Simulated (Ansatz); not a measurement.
# One shape, several levels: SiO2 (silicon dioxide molecule)

Aim: a comparison of 6 runs (UHF/STO-3G, B3LYP/STO-3G, revPBE/STO-3G, wB97M-V/STO-3G, CCSDTQ/STO-3G, CCSD/STO-3G) of SiO2 (silicon dioxide molecule). 

Program for the calculation: Ansatz 0.2.0.

37 further runs of the same task are left out: 8 that didn't finish, 29 set aside as unsound or not needed.

### 1 The system as given

The species is SiO2 (3 atoms), meant as a singlet with charge 0. SMILES: `O=[Si]=O`. The Si2–O1 distance was set to 2.982 Å, away from the relaxed value. At this shape a bond of the SMILES string is far longer than usual.

Bond lengths: Si2–O3 1.491 Å. A long bond or contact: O1–Si2 2.982 Å.

### 2 A single-point energy at UHF/STO-3G (run 1)

The input, in.yaml:

```yaml
crystal:
  periodic: [false, false, false]
  atoms:
    - {symbol: O, position_ang: [1.383206, 2.434168, 1.027652]}
    - {symbol: Si, position_ang: [-0.000730, 0.000440, -0.000160]}
    - {symbol: O, position_ang: [-0.690510, -1.217740, -0.513580]}
basis:
  gaussian:
    orbitals: STO-3G
magnetization:
  spin_polarized: true
hamiltonian:
  xc: hf
accuracy: high
```

Command:

```console
$ ansatz run in.yaml --threads 1 --pin off --max-ram 2610MiB --events-out events.jsonl --progress --plain --runs-dir runs
```

Output:

```text
Warning: RAYON_NUM_THREADS=1 ignored (pool sized by the plan → 1); use --threads N
[... 33 lines left out ...]
Total energy: -11786.76808840 eV, -433.1557378902 hartree
```

Run time: 4.2 s. Hardware: 1 thread of AMD EPYC 7R43 (Zen 3), shared host.

### 3 The energy at B3LYP/STO-3G (run 2)

The input, job.yaml:

```yaml
crystal:
  periodic: [false, false, false]
  atoms:
    - {symbol: O, position_ang: [1.383206, 2.434168, 1.027652]}
    - {symbol: Si, position_ang: [-0.000730, 0.000440, -0.000160]}
    - {symbol: O, position_ang: [-0.690510, -1.217740, -0.513580]}
basis:
  gaussian:
    orbitals: STO-3G
hamiltonian:
  xc: {name: B3LYP}
accuracy: high
```

Command:

```console
$ ansatz run job.yaml --threads 1 --pin off --max-ram 2610MiB --events-out events.jsonl --progress --plain --runs-dir runs
```

Output:

```text
Warning: RAYON_NUM_THREADS=1 ignored (pool sized by the plan → 1); use --threads N
Functional definition: B3LYP
  name "B3LYP"
  parameter a0 = 0.2
  parameter ax = 0.72
  parameter ac = 0.81
  exchange = (1 - a0 - ax)*slater_x + ax*b88_x + a0*exact_x
  correlation = (1 - ac)*vwn_rpa_c + ac*lyp_c
304 factors; integrals over basis functions are off by at most 1.5e-8 eV
mean field evaluation 1: about -11800.8887 eV, gradient 5.5e1 eV
mean field evaluation 2: about -11608.4882 eV, gradient 3.8e1 eV
mean field evaluation 4: about -11740.6702 eV, gradient 1.1e2 eV
mean field evaluation 8: about -11815.4202 eV, gradient 1.8e-1 eV
mean field evaluation 16: about -11815.3911 eV, gradient 5.3e-1 eV
mean field -11815.42072673 eV, -434.2087029274 hartree, gradient 4.1e-8 eV, S^2 0.000000; 2 other end points of the search recorded, 0 dependent functions left out
reference -11815.42074881 eV, -434.2087037391 hartree; 15, 15 occupied and 4, 4 virtual orbitals, 304 factors
Total energy: -11815.42074881 eV, -434.2087037391 hartree
```

It took 1.1 s on 1 thread of AMD EPYC 7R43 (Zen 3), shared host; peak memory 0.1 GiB.

### 4 The energy at revPBE/STO-3G (run 3)

Edit in.yaml of step 2 so:

```diff
@@ -9,6 +9,4 @@
     orbitals: STO-3G
-magnetization:
-  spin_polarized: true
+accuracy: high
 hamiltonian:
-  xc: hf
-accuracy: high
+  xc: {name: revPBE}
```

Command:

```console
$ ansatz run in.yaml --threads 1 --pin off --max-ram 2610MiB --events-out events.jsonl --progress --plain --runs-dir runs
```

Output:

```text
Warning: RAYON_NUM_THREADS=1 ignored (pool sized by the plan → 1); use --threads N
Functional definition: revPBE
  name "revPBE"
  parameter kappa = 1.245
  parameter beta = 0.06672455060314922
  exchange = pbe_x(kappa = kappa, mu = beta*pi^2/3)
  correlation = pbe_c(beta = beta)
304 factors; integrals over basis functions are off by at most 1.5e-8 eV
mean field evaluation 1: about -11802.7562 eV, gradient 4.8e1 eV
mean field evaluation 2: about -11605.2798 eV, gradient 3.5e1 eV
mean field evaluation 4: about -11742.0114 eV, gradient 7.5e1 eV
mean field evaluation 8: about -11813.0796 eV, gradient 1.1e-1 eV
mean field evaluation 16: about -11812.4136 eV, gradient 2.2e0 eV
mean field evaluation 32: about -11812.5389 eV, gradient 5.0e0 eV
mean field -11813.06258940 eV, -434.1220429789 hartree, gradient 4.1e-8 eV, S^2 0.000000; 5 other end points of the search recorded, 0 dependent functions left out
reference -11813.06259103 eV, -434.1220430390 hartree; 15, 15 occupied and 4, 4 virtual orbitals, 304 factors
Total energy: -11813.06259103 eV, -434.1220430390 hartree
```

Run time: 1.5 s. Hardware: 1 thread of AMD EPYC 7R43 (Zen 3), shared host; peak memory 0.1 GiB.

Runs 4 to 5 aren't shown in full; the table further down has their settings and results.

### 5 The energy at CCSD/STO-3G (run 6)

The input, run.yaml:

```yaml
crystal:
  periodic: [false, false, false]
  atoms:
    - {symbol: O, position_ang: [1.383206, 2.434168, 1.027652]}
    - {symbol: Si, position_ang: [-0.000730, 0.000440, -0.000160]}
    - {symbol: O, position_ang: [-0.690510, -1.217740, -0.513580]}
basis:
  gaussian: {orbitals: STO-3G}
correlation: {method: ccsd, frozen_orbitals: {O: 1, Si: 5}}
accuracy: high
scf: {omitted_lower_state_checks: [cluster_reference, increment]}
```

Command:

```console
$ ansatz run run.yaml --threads 1 --pin off --max-ram 2610MiB --events-out events.jsonl --progress --plain --runs-dir runs
```

Output:

```text
Warning: RAYON_NUM_THREADS=1 ignored (pool sized by the plan → 1); use --threads N
[... 15 lines left out ...]
7 core orbitals not correlated: weight in the atoms' cores, before any rotation towards them, 1.000 or more for the frozen orbitals, at most 0.000 for the correlated occupied ones
[... 68 lines left out ...]
Total energy: -11789.01497840 eV, -433.2383095749 hartree
Checks for a lower state left out: cluster_reference, increment
```

Wall time 0.46 s (1 thread of AMD EPYC 7R43 (Zen 3), shared host).

### 6 All runs side by side

```
run           level  frozen core orbitals  energy (Eh)  wall time
  1      UHF/STO-3G                     –  -433.155738      4.2 s
  2    B3LYP/STO-3G                     –  -434.208704      1.1 s
  3   revPBE/STO-3G                     –  -434.122043      1.5 s
  4  wB97M-V/STO-3G                     –  -434.256358       17 s
  5   CCSDTQ/STO-3G                     7  -433.254518       26 s
  6     CCSD/STO-3G                     7  -433.238310     0.46 s
```

### 7 What came out

| quantity | value |
| --- | --- |
| run 6: total energy | -433.23831 Eh |
| run 6: correlation energy (7 core orbitals frozen) | -173.1 mEh |
| run 6: T1 diagnostic | 0.030 |

What this shows: Below the UHF energy at the same shape and in the same basis (STO-3G): CCSDTQ -98.8 mEh; CCSD -82.6 mEh. Some of these start from another determinant than that one, so these aren't their correlation energies. Totals of different functionals can't be ranked against each other. In runs 5, 6 the log says that unrestricted orbitals would lower the reference, so the values rest on an unstable closed-shell determinant (other closed-shell runs at this shape may share the fault). In runs 1, 2, 3, 4, 5, 6 the basis is minimal, so the values are rough. Spin contamination of the reference: run 1 ⟨S²⟩ = 1.13. Where it is this large, the reference is a mixture of spin states, and values that rest on it are in doubt. All runs together took 49 s, the longest 26 s.
